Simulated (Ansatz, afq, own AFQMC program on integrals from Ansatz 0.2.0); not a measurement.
Integrals from Ansatz 0.2.0, then the random walk in our own AFQMC program (afq).

```yaml
crystal:
  periodic: [false, false, false]
  atoms:
    - {symbol: N, position_ang: [0.000000, 0.000000, 0.000000]}
    - {symbol: C, position_ang: [0.000000, 0.000000, 1.836000]}
basis:
  gaussian: {orbitals: 6-31G}
magnetization: {spin_polarized: true, initial_magnetization: 1}
correlation: {method: ccsd_t, electrons: outside_noble_gas, hamiltonian_folder: ham}
```

```sh
$ ansatz run in.yaml --threads 1 --pin off --events-out ev --progress --plain --max-ram 16896MiB --backend cuda --devices 0, --max-vram 18GiB
```

afq runs on the folder ham with

```
--method free --trial mp1 --walkers 200 --time-step 0.08 --max-blocks 60 --target-error 0.00144 --factor-cut 1e-05 --seed 712 --times 0.0,0.48,0.96,2.0,3.04,4.0 --taylor-order 8
```

Times are imaginary, in 1/Eh. The walk had a cap of 60 s.

afq prints:

```
orbitals 16  electrons 5 4  factors 90 of 259
reference energy -92.04881143 Eh
CCSD correlation -0.13539504 Eh in 23 cycles, weight of the determinant in the CISD state 0.6842
repeat  energy at the last time / Eh  error
    10  -92.189950  0.000968
    20  -92.190786  0.000639
    30  -92.190682  0.000562
time / (1/Eh)  energy / Eh  error  mean overlap
  0.00  -92.184387  0.000268  1.0687
  0.48  -92.187642  0.000289  1.0680
  0.96  -92.188828  0.000309  1.0604
  2.00  -92.189936  0.000431  1.0479
  3.04  -92.190364  0.000516  1.0661
  4.00  -92.190670  0.000544  1.0791
energy -92.190670 +/- 0.000544 Eh
```

The run passed its tests (error under three times the target), which doesn't prove that it has relaxed.

Against this walk (error 14.8 meV) on the same determinant: CCSD(T) 1.1 meV lower (within the noise), CCSDT(Q) 168.2 meV lower, CCSDTQ 179.3 meV lower, full CI 189.0 meV lower. The error is statistical, and a free projection of finite length keeps a remainder of its start. The determinant has ⟨S²⟩ = 2.07, so the low cluster orders mix in higher spin, and so can this walk. The projection is still falling at its last time (meV from the last point: 82 ± 8 at 0.48, 50 ± 8 at 0.96, 20 ± 12 at 2.00, 8 ± 14 at 3.04, 0 ± 15 at 4.00), so its energy is a cut-off value, and the gaps above aren't errors of the other methods. Full CI is exact here, so the walk's 189 meV above it is the walk's own error: what remains of the start. The determinant is a poor start (see the cautions), so the low cluster orders aren't to be relied on, and full CI is the sure value.

Cautions: remainder of the start not in the error; start is not spin pure; an unrestricted solution with more broken spin lies lower (117 meV, ⟨S²⟩ 2.65); strong correlation (T1 0.097, weight of the determinant 0.68, largest double 0.25); unrestricted determinant spin contaminated (⟨S²⟩ 2.07 against 0.75); CCSD(T) is in doubt: in a space of 9 electrons in 8 natural orbitals full CI lies 89 meV below it; the time-step error isn't removed.

The walk took 3 s on 1 × NVIDIA H100 80GB HBM3 with 2 threads of AMD EPYC 7R13 Processor (Zen 3), with other jobs on the host (the card was shared). The log's last line is the free-projection energy.

CCSDT and higher add their correlation energy to the determinant of the CCSD(T) run, since their own runs factorise the integrals more tightly (a shift of under 2 meV).
